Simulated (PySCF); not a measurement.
**Dipole moment and polarisability of `S=C1CCCC1`**

C5H8S.
SMILES with atom numbers: `[S:1]=[C:2]1[CH2:3][CH2:4][CH2:5][CH2:6]1` (hydrogens: H7, H8 on C3; H9, H10 on C4; H11, H12 on C5; H13, H14 on C6)

Geometry (PBE0-D3(BJ)/def2-SVP, Å), atoms numbered from 1 in this order:
```
atom  x, y, z in Å
S1     0.161    2.937   -0.072
C2     0.072    1.319   -0.037
C3     1.234    0.361   -0.148
C4     0.674   -1.000    0.267
C5    -0.779   -0.936   -0.209
C6    -1.187    0.501    0.117
H7     1.533    0.345   -1.212
H8     2.111    0.713    0.414
H9     0.704   -1.098    1.365
H10    1.236   -1.848   -0.152
H11   -0.822   -1.100   -1.299
H12   -1.428   -1.690    0.261
H13   -2.018    0.911   -0.474
H14   -1.491    0.583    1.178
```

Level: B3LYP/def2-SVPD (PySCF), static field, nuclei fixed, core orbitals frozen in the response. The polarisability tensor in these axes (au):

```
x    77.09   1.37  -1.21
y     1.37 102.43  -0.90
z    -1.21  -0.90  62.26
```

**Question.** Diagonalise the tensor; give its mean and Δα, where Δα² is half the sum of the squared differences of the eigenvalues.

**Answer.** Principal values 62.15, 77.11 and 102.53 au; mean 80.59 au = 11.94 Å³ = 13.29 × 10⁻⁴⁰ C²·m²/J; Δα = 35.36 au (44 % of the mean).

**Question.** What is the dipole moment, and where does it point?

**Answer.** (-0.18, -3.24, 0.08) D, 3.25 D in size, pointing from the negative to the positive side. Measured along this direction, the outermost atoms are S1 at the negative end and H10 and H12 at the positive end.

**Question.** What are the principal values of the traceless quadrupole moment, Θ = ½Σq(3rr − r²1), about the centre of nuclear charge?

**Answer.** -5.67, 2.18, 3.50 D·Å. The values depend on the origin, since the dipole doesn't vanish. The electronic extent ⟨r²⟩ about the same centre is 762 bohr², a root-mean-square distance of 1.99 Å for the 54 electrons.

**Question.** In a dilute gas of rigid molecules at 273 K, how does the orientational term μ²/3kT compare with the electronic polarisability?

**Answer.** In Gaussian units μ²/3kT = 93.39 Å³ against 11.94 Å³, a ratio of 7.82; the Debye molar polarisation (4π/3)N_A(α + μ²/3kT) is 265.7 cm³/mol, leaving out the vibrational part.

**Question.** Estimate the molar refractivity from the static electronic polarisability.

**Answer.** Lorentz–Lorenz: R = (4π/3)N_A α = 2.5225 cm³/(mol·Å³) × 11.94 Å³ = 30.1 cm³/mol, in the limit of long wavelengths.

One conformer (not necessarily the lowest) at the PBE0-D3(BJ)/def2-SVP geometry, without solvent, vibrations or thermal averaging.
